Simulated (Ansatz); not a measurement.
Molecule: C$_{2}$H$_{3}$O$_{2}$, charge 0, multiplicity 2. It need not be the lowest isomer of its formula. 
Structure (B3LYP-D3(BJ)/def2-TZVP (Ansatz, a quantum-chemistry and plane-wave program) minimum search):
```
C
H 1 1.0848
H 1 1.0882 2 111.16
H 1 1.0882 2 111.16 3 -123.21
O 1 1.4639 2 105.29 3 118.39
C 5 1.3112 1 116.07 2 -180.00
O 6 1.1861 5 131.06 1 0.00
```
Charge 0, spin multiplicity 2.

Parts of the frozen-core correlation energy in 6-31G* (Ansatz, hartree). Frozen orbitals: 4; correlated occupied orbitals by spin: 12 and 11; virtual: 50 and 51. UHF or UKS for open shells. No spin-orbit coupling. Non-relativistic.

| term | value |
|---|---|
| reference (HF) | -227.15487 |
| MP2 opposite-spin | … |
| MP2 same-spin | … |
| CCSD correlation | … |
| (T) | -0.01976 |
| T1 diagnostic | 0.020 |
| largest doubles amplitude | 0.048 |
| <S^2> of the reference | 0.762 |

Question: Some entries are withheld; supply them.

Answer: 
- MP2 opposite-spin, value: -0.43008
- MP2 same-spin, value: -0.15812
- CCSD correlation, value: -0.60967
